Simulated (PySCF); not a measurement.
**Structure from NMR data**

The spectra below were simulated for a compound C$_{6}$H$_{6}$.

1H NMR (300 MHz, computed): δ 6.87 (m, 2H), 6.53 (d, 2H), 6.18 (s, 2H).

13C{1H} NMR (computed): δ 166.3 (C), 146.0 (CH, 2C), 135.7 (CH2), 134.9 (CH, 2C).

How the numbers were obtained: geometry: PBE0-D3(BJ)/def2-TZVP, PBE0/pcSseg-2 with gauge-including orbitals, in PySCF 2.14 (averaged over atoms made equivalent by symmetry, fast rotation or ring inversion, non-relativistic, one computed conformer, isolated molecule).

Scale: 1H (σref 31.52), 13C (σref 186.03) vs TMS (reference shieldings calculated alike).

Problem. Which candidate is it?
A. C=C1C=CC=C1
B. C1=CC2C3C1C23
C. c1ccccc1
D. CC#CC#CC
E. C12C3C1C1C2C31

Solution. A. 

1. Rings plus π bonds: 4 (1 ring in the answer).
2. 4 carbon signals for 6 carbons: some carbons are equivalent by symmetry or fast rotation.
3. Carbon types of the structure: 1 × C, 4 × CH, 1 × CH2, which accounts for all hydrogens.
4. δC 166.3: fully substituted alkene carbon.
5. δC 146.0, 134.9: alkene CH; as expected for a trigonal carbon in a double bond.
6. δC 135.7: terminal =CH2 carbon; as expected for a trigonal carbon in a double bond.
7. δH 6.87, 6.53: hydrogen on an alkene CH; a vinylic proton, deshielded by the sp2 carbon and the C=C anisotropy.
8. δH 6.18: hydrogen on a terminal =CH2 carbon; olefinic region.

The others: C12C3C1C1C2C31 would give 1 carbon signal, not 4; CC#CC#CC would give 3 carbon signals, not 4; c1ccccc1 would give 1 carbon signal, not 4; C1=CC2C3C1C23 would give 3 carbon signals, not 4.

Shifts are as computed. Against solution values, carbons near 30 ppm lie about +3 ppm off and those near 130 ppm about +9 ppm. Of 1309 compounds with measured shifts, 239 miss one by over three times the rms of a fit or turn the order of signals round; such compounds aren't used in these exercises. Multiplicities follow the n + 1 count of equivalent neighbours, as no J values were calculated; m marks all less simple cases, F and P coupling included.
